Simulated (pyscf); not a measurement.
PySCF, gas phase, ωB97X-D3(BJ)/def2-SVP geometries.

**Question.** For the elementary gas-phase step H₃Si–AsH–SiH₃ (SMILES [SiH3][AsH][SiH3]) + H• (SMILES [H]) -> •H₂Si–AsH–SiH₃ (SMILES [SiH2][AsH][SiH3]) + H₂ (SMILES [H][H]) (doublet surface; H–Si broken, H–H formed), what barrier and reaction energy does ωB97X-D3(BJ)/def2-TZVP give, measured from the separated reactants?

**Answer.** ΔE‡ = 4.2 kcal/mol, ΔE = -14.0 kcal/mol. ωB97M-D3(BJ)/def2-TZVP gives 4.2 kcal/mol and -13.7 kcal/mol. Zero-point energy shifts the barrier by -0.7 kcal/mol. It is a hydrogen abstraction, with an imaginary mode of 911i cm⁻¹. •H₂Si–AsH–SiH₃ lies 17.8 kcal/mol over its isomer H₃Si–As•–SiH₃ (electronic energy, ωB97M-D3(BJ)/def2-TZVP). One saddle was located; it need not be the lowest between these sides. The angle at the transferred H is 179°. Elements up to Kr have no core potential and no relativistic terms here.
